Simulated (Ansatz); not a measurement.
# Nickel, fcc under PBEsol: structure, energy and stiffness

The plan for nickel in the fcc structure: relax it, solve it on a dense k-mesh, switch on spin-orbit coupling, then scale the cell to 7 volumes from 88 to 112 % of the relaxed one and try a fit of the equation of state. The start is ferromagnetic. The k-meshes are 15×15×15 for the relaxation; 26×26×26 for the dense run; 16×16×16 for spin-orbit coupling; 26×26×26 for the volumes. It starts from a deposited cell (COD).

Program: Ansatz 0.2.0. Level of theory: DFT PBEsol, plane waves (420 eV) with PAW, scalar-relativistic; PBE-made PAW files. These are calculated values, not measurements.

**1. The system as given**

The structure is cubic, space group Fm-3m (No. 225). The conventional cell has a = 3.524 Å, b = 3.524 Å, c = 3.524 Å, α = 90.00°, β = 90.00°, γ = 90.00°. Ni (site symmetry m-3m) has 12 Ni at 2.49 Å as nearest neighbours.

As a file:

```
CELL_PARAMETERS angstrom
0.00000 1.76194 1.76194
1.76194 0.00000 1.76194
1.76194 1.76194 0.00000
ATOMIC_POSITIONS crystal
Ni 0.00000 0.00000 0.00000
```

The atoms start with moments of +0.8 μB.

**2. Relaxing cell and atoms**

input.yaml reads:

```yaml
crystal:
  lattice:
    - [0.0, 1.76194, 1.76194]
    - [1.76194, 0.0, 1.76194]
    - [1.76194, 1.76194, 0.0]
  atoms:
    - { symbol: Ni, position: [0.0, 0.0, 0.0], spin: 0.8 }
hamiltonian:
  xc: pbesol
  pseudopotentials:
    kind: paw
    azcp:
      Ni: "pseudopotentials/Ni.paw.azcp"
basis:
  ecutwfc: 420
  fft_grid_basis: typed
kpoints:
  mp_grid: { grid: [15, 15, 15], shift: [0, 0, 0] }
magnetization:
  spin_polarized: true
scf:
  occupations: { method: fermi_dirac, width: 0.05 }
relax:
  max_steps: 60
  f_tol: 0.01
  cell: {}
```

After this run come: The energy on a finer k-mesh; With spin-orbit coupling; Equation of state: 88 %; Equation of state: 92 %; Equation of state: 96 %; Equation of state: 100 %; Equation of state: 104 %; Equation of state: 108 %; Equation of state: 112 %.

Q: Predict the outcome of this session. Wanted: space group; conventional cell; volume; shortest distance; gap on the mesh; magnetic state; magnetic state with spin-orbit coupling; V₀, B₀, B₀′.

**Answer**, as computed:

| quantity | value |
| --- | --- |
| space group (spins left aside) | Fm-3m (No. 225) |
| conventional cell | a = 3.464 Å |
| volume | 10.391 Å³/atom |
| shortest distance | 2.449 Å |
| against the deposited volume | -5.0 % (10.940 Å³/atom) |
| gap on the mesh | none (levels filled in part) |
| magnetic state | ferromagnetic, up to 0.65 μB per atom |
| magnetic state with spin-orbit coupling | ferromagnetic, up to 0.60 μB per atom |
| V₀, B₀, B₀′ | 10.377 Å³/atom, 229 GPa, 4.9 |

**Reading.** Against experiment, PBEsol misses the volume by -5.0 %. The deposited cell holds zero-point motion and, unless taken cold, thermal expansion, which account for some of this. The final state is ferromagnetic (largest moment 0.65 μB). Levels at the Fermi energy are filled in part, as in a metal. The largest spin moment is 0.60 μB in the spin-orbit run and 0.65 μB without; mesh and site projection of the two kinds of run can differ, so the change can't be laid on spin-orbit coupling. Totals with and without spin-orbit coupling (-0.30 eV/atom apart) can't be read as binding, since the two-component data shift the zero of energy. The fitted modulus is 229 GPa.
